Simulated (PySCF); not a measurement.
An unknown shows these calculated signals:

$^{1}$H NMR (300 MHz, computed): δ 7.43 (s, 6H).

$^{13}$C{$^{1}$H} NMR (computed): δ 136.3 (CH).

Calculated, not measured (PySCF): shieldings: GIAO BLYP/pcSseg-2, geometry: PBE0-D3(BJ)/def2-SVP. Isolated molecule, a single conformation, no relativistic terms, fast rotation and ring inversion assumed for equivalent nuclei.

Shifts are taken against calculated references (same method and geometry level): $^{1}$H (31.38 ppm) and $^{13}$C (175.01 ppm) against TMS.

Which of these does the molecule contain: an OH group, an N-methyl group, a benzene ring, an aldehyde?

Results:


- An OH group: no.
- An N-methyl group: no.
- A benzene ring: yes.
- An aldehyde: no.

The data belong to `c1ccccc1`, C$_{6}$H$_{6}$; they needn't prove each group on their own.

Carbon signals by region: 1 in the sp2 and nitrile region (100–160 ppm).

Shifts are as computed, not scaled to solution data. Of 246 compounds with measured shifts, 49 miss one by over three times the rms of a fit or turn the order of signals round; such compounds aren't used in these exercises.
